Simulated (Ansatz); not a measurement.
**AlH5S: vertical and adiabatic energies of changing the electron count, by script**

Aim: vertical and adiabatic energies of changing the electron count, for AlH5S, run from a script. SMILES: [AlH3-][SH2+].

All numbers are computed with the Python package of Ansatz 0.2.0. Level of theory: PBE/6-31G*.

## 1. Starting point

Bond lengths: Al1–S2 2.218 Å, Al1–H3 1.542 Å, Al1–H4 1.590 Å, Al1–H5 1.615 Å, S2–H6 1.381 Å, S2–H7 1.391 Å. Angles: Al1–S2–H6 111.3°, Al1–S2–H7 109.9°, H6–S2–H7 109.0°, S2–Al1–H3 113.0°, S2–Al1–H4 106.5°, S2–Al1–H5 110.1°, H3–Al1–H4 109.0°, H3–Al1–H5 111.6°, H4–Al1–H5 106.3°.

The script holds or builds the structure itself.

## 2. The script

run_adiabatic.py

```python
"""Vertical and adiabatic ionisation of AlH5S."""

import itertools

import ansatz
from ase.data import atomic_numbers, covalent_radii
import numpy as np

GEOMETRY = """
Al   -0.40330   -0.69270   -0.39380
S     0.83080    0.62870    0.89130
H    -0.37980   -2.16590    0.06030
H    -1.89380   -0.14690   -0.30180
H     0.04230   -0.53840   -1.93810
H     0.05770    1.59060    1.51140
H     1.80740    1.25660    0.12500
"""


def main() -> None:
    geometry = ansatz.Crystal.molecule()
    for line in GEOMETRY.strip().splitlines():
        symbol, *xyz = line.split()
        geometry = geometry.atom(symbol, [float(v) for v in xyz])

    base = geometry.calculation().basis(gaussian="6-31G*").functional("pbe").accuracy("medium")
    symbols = [site.symbol for site in geometry.cartesian_sites]
    start = np.array([site.position_ang for site in geometry.cartesian_sites], dtype=float)
    report = base.relax(force_tolerance=0.01, max_steps=100).run(threads=1, pin="off").report
    end = np.array(report["positions_ang"])

    minimum = ansatz.Crystal.molecule()
    for symbol, place in zip(symbols, end):
        minimum = minimum.atom(symbol, place.tolist())
    ion = minimum.calculation()
    ion = ion.basis(gaussian="6-31G*")
    ion = ion.functional("pbe")
    ion = ion.accuracy("medium")
    ion = ion.charge(1)
    ion = ion.spin("collinear", total=1)
    vertical = ion.run(threads=1, pin="off").report
    settled = ion.relax(force_tolerance=0.01, max_steps=80).run(threads=1, pin="off").report
    print(f"vertical ionisation energy   {vertical['free_energy_ev'] - report['free_energy_ev']:.3f} eV")
    print(f"adiabatic, no zero point     {settled['free_energy_ev'] - report['free_energy_ev']:.3f} eV")
    print(f"relaxation energy of the ion {vertical['free_energy_ev'] - settled['free_energy_ev']:.3f} eV")
    ionised = np.array(settled["positions_ang"])
    # pairs closer than 1.2 times the sum of covalent radii, before or after
    radius = [covalent_radii[atomic_numbers[s]] for s in symbols]
    span = lambda where, i, j: np.linalg.norm(where[i] - where[j])
    bonded = [(i, j) for i, j in itertools.combinations(range(len(symbols)), 2) if min(span(end, i, j), span(ionised, i, j)) < 1.2 * (radius[i] + radius[j])]
    print("pair        before    after (A)")
    for i, j in bonded:
        print(f"{symbols[i]}{i}-{symbols[j]}{j}".ljust(10), f"{span(end, i, j):8.4f} {span(ionised, i, j):8.4f}")


if __name__ == "__main__":
    main()
```

## 3. The calls as engine input

The package turns the script's settings into the engine's input (first run):

```yaml
crystal:
  periodic: [false, false, false]
  atoms:
    - { symbol: Al, position_ang: [-0.4033, -0.6927, -0.3938] }
    - { symbol: S, position_ang: [0.8308, 0.6287, 0.8913] }
    - { symbol: H, position_ang: [-0.3798, -2.1659, 0.0603] }
    - { symbol: H, position_ang: [-1.8938, -0.1469, -0.3018] }
    - { symbol: H, position_ang: [0.0423, -0.5384, -1.9381] }
    - { symbol: H, position_ang: [0.0577, 1.5906, 1.5114] }
    - { symbol: H, position_ang: [1.8074, 1.2566, 0.125] }
accuracy: medium
basis:
  gaussian:
    orbitals: "6-31G*"
hamiltonian:
  xc: pbe
relax:
  f_tol: 0.01
  max_steps: 100
```

## 4. Launch

On the command line:

```bash
$ python run_adiabatic.py
```

Standard output:

```text
vertical ionisation energy   9.805 eV
adiabatic, no zero point     9.060 eV
relaxation energy of the ion 0.745 eV
pair        before    after (A)
Al0-S1       2.5696   2.4296
Al0-H2       1.6109   1.6907
Al0-H3       1.6109   1.5703
Al0-H4       1.6132   1.6875
S1-H5        1.3597   1.3628
S1-H6        1.3597   1.3626
```

It took 67 s on 1 thread of Arm Neoverse V2, shared host; peak memory 0.2 GiB.

## 5. What changed from run to run

The engine's inputs for the other runs:

Run 2, against run 1:

```diff
@@ -4,7 +4,7 @@
-    - { symbol: Al, position_ang: [-0.4033, -0.6927, -0.3938] }
-    - { symbol: S, position_ang: [0.8308, 0.6287, 0.8913] }
-    - { symbol: H, position_ang: [-0.3798, -2.1659, 0.0603] }
-    - { symbol: H, position_ang: [-1.8938, -0.1469, -0.3018] }
-    - { symbol: H, position_ang: [0.0423, -0.5384, -1.9381] }
-    - { symbol: H, position_ang: [0.0577, 1.5906, 1.5114] }
-    - { symbol: H, position_ang: [1.8074, 1.2566, 0.125] }
+    - { symbol: Al, position_ang: [-0.6298082766335901, -0.7684914824749342, -0.526951052094288] }
+    - { symbol: S, position_ang: [0.6276768256156323, 0.7048003139273605, 1.1615892823236755] }
+    - { symbol: H, position_ang: [0.049372894370243545, -2.149074488881525, -0.04964893441385068] }
+    - { symbol: H, position_ang: [-2.099128017355839, -0.38345528990264355, 0.009692106372560863] }
+    - { symbol: H, position_ang: [-0.09972769478566952, -0.07852327136619204, -1.8854320709802994] }
+    - { symbol: H, position_ang: [0.34640298487516635, 1.929919543678714, 0.6431453806744715] }
+    - { symbol: H, position_ang: [1.8665112839140545, 0.6768246750192207, 0.6019052881177307] }
@@ -17,3 +17,4 @@
-relax:
-  f_tol: 0.01
-  max_steps: 100
+magnetization:
+  spin_polarized: true
+  initial_magnetization: 1.0
+total_charge: 1.0
```

Run 3, against run 1:

```diff
@@ -4,7 +4,7 @@
-    - { symbol: Al, position_ang: [-0.4033, -0.6927, -0.3938] }
-    - { symbol: S, position_ang: [0.8308, 0.6287, 0.8913] }
-    - { symbol: H, position_ang: [-0.3798, -2.1659, 0.0603] }
-    - { symbol: H, position_ang: [-1.8938, -0.1469, -0.3018] }
-    - { symbol: H, position_ang: [0.0423, -0.5384, -1.9381] }
-    - { symbol: H, position_ang: [0.0577, 1.5906, 1.5114] }
-    - { symbol: H, position_ang: [1.8074, 1.2566, 0.125] }
+    - { symbol: Al, position_ang: [-0.6298082766335901, -0.7684914824749342, -0.526951052094288] }
+    - { symbol: S, position_ang: [0.6276768256156323, 0.7048003139273605, 1.1615892823236755] }
+    - { symbol: H, position_ang: [0.049372894370243545, -2.149074488881525, -0.04964893441385068] }
+    - { symbol: H, position_ang: [-2.099128017355839, -0.38345528990264355, 0.009692106372560863] }
+    - { symbol: H, position_ang: [-0.09972769478566952, -0.07852327136619204, -1.8854320709802994] }
+    - { symbol: H, position_ang: [0.34640298487516635, 1.929919543678714, 0.6431453806744715] }
+    - { symbol: H, position_ang: [1.8665112839140545, 0.6768246750192207, 0.6019052881177307] }
@@ -16,0 +17,4 @@
+magnetization:
+  spin_polarized: true
+  initial_magnetization: 1.0
+total_charge: 1.0
@@ -19 +23 @@
-  max_steps: 100
+  max_steps: 80
```

## 6. The engine's runs

From the records of these 3 runs:

```tsv
run	kind of run	system	unpaired or total moment	energy (eV)	<S²>	SCF cycles in all	CPU time (s)
1	relaxation	AlH5S	not set	-17503.2970	0.00	149	23
2	single point	AlH5S, charge +1	1	-17493.4918	0.76	59	5.9
3	relaxation	AlH5S, charge +1	1	-17494.2368	0.75	194	37
```

Totals carry meaning only in balanced differences at one level of theory.

## 7. How the relaxation of run 1 went

Relaxation path:

```
step  E - E(step 1) (eV)  largest force component (eV/Å)
   1              0.0000                          2.4336
   2             -0.7190                          1.4766
   3             -0.8720                          0.8040
   4             -0.9005                          0.0607
   5             -0.9044                          0.0209
   6             -0.9050                          0.0385
   7             -0.9063                          0.1234
   8             -0.9014                          0.1526
   9             -0.9136                          0.0517
  10             -0.9172                          0.2378
  11             -0.9208                          0.2423
  12             -0.9262                          0.3449
  13             -0.9349                          0.0280
  14             -0.9315                          0.2211
  15             -0.9359                          0.0145
  16             -0.9365                          0.1202
  17             -0.9367                          0.0698
  18             -0.9373                          0.0017
```

Step 1 is the start. Steps 8, 14 were tried and not accepted.

Before: Bond lengths: Al1–S2 2.218 Å, Al1–H3 1.542 Å, Al1–H4 1.590 Å, Al1–H5 1.615 Å, S2–H6 1.381 Å, S2–H7 1.391 Å. Angles: Al1–S2–H6 111.3°, Al1–S2–H7 109.9°, H6–S2–H7 109.0°, S2–Al1–H3 113.0°, S2–Al1–H4 106.5°, S2–Al1–H5 110.1°, H3–Al1–H4 109.0°, H3–Al1–H5 111.6°, H4–Al1–H5 106.3°.

After: Bond lengths: Al1–S2 2.570 Å, Al1–H3 1.611 Å, Al1–H4 1.611 Å, Al1–H5 1.613 Å, S2–H6 1.360 Å, S2–H7 1.360 Å. Angles: Al1–S2–H6 99.5°, Al1–S2–H7 99.4°, H6–S2–H7 92.9°, S2–Al1–H3 95.2°, S2–Al1–H4 95.2°, S2–Al1–H5 98.5°, H3–Al1–H4 119.4°, H3–Al1–H5 118.5°, H4–Al1–H5 118.6°.

## 8. Path of the relaxation of run 3

Relaxation path:

```csv
step,E - E(step 1) (eV),largest force component (eV/Å)
1,0.0000,1.0871
2,-0.3021,0.7165
3,-0.4565,0.3652
4,-0.5772,0.3908
5,-0.6658,0.4055
6,-0.7110,0.3112
7,-0.7356,0.1287
8,-0.7389,0.1192
9,-0.7416,0.0862
10,-0.7362,0.1405
11,-0.7439,0.0174
12,-0.7431,0.0767
13,-0.7446,0.0086
14,-0.7450,0.0534
15,-0.7451,0.0159
16,-0.7451,0.0044
```

Step 1 is the start. Steps 10, 12 were tried and not accepted.

Before: Bond lengths: Al1–S2 2.570 Å, Al1–H3 1.611 Å, Al1–H4 1.611 Å, Al1–H5 1.613 Å, S2–H6 1.360 Å, S2–H7 1.360 Å. Angles: Al1–S2–H6 99.5°, Al1–S2–H7 99.4°, H6–S2–H7 92.9°, S2–Al1–H3 95.2°, S2–Al1–H4 95.2°, S2–Al1–H5 98.5°, H3–Al1–H4 119.4°, H3–Al1–H5 118.5°, H4–Al1–H5 118.6°.

After: Bond lengths: Al1–S2 2.430 Å, Al1–H3 1.691 Å, Al1–H4 1.570 Å, Al1–H5 1.687 Å, S2–H6 1.363 Å, S2–H7 1.363 Å. Angles: Al1–S2–H6 99.9°, Al1–S2–H7 101.2°, H6–S2–H7 94.9°, S2–Al1–H3 102.0°, S2–Al1–H4 110.2°, S2–Al1–H5 104.3°, H3–Al1–H4 134.3°, H3–Al1–H5 60.7°, H4–Al1–H5 134.9°.

## 9. What came out

```
                                  quantity     value
                vertical ionisation energy  9.805 eV
adiabatic ionisation energy, no zero point  9.060 eV
                             runs compared         3
```

In words: The ionisation energy is a difference of two total energies at the neutral geometry; letting the ion relax lowers it by 0.74 eV. In CPU time, run 3 cost about 6.3 times as much as run 2. Run 1: After 15 moves the largest shift is 0.976 Å, of atom 6 (H). So large a move can change the bonding: the results belong to the relaxed structure. Run 3: After 13 moves the largest shift is 0.824 Å, of atom 5 (H). The energies are electronic: no zero-point or thermal terms, and the basis set is short of its limit. The product may relax into another structure. Each relaxation finds its nearest minimum, which needn't be the lowest.
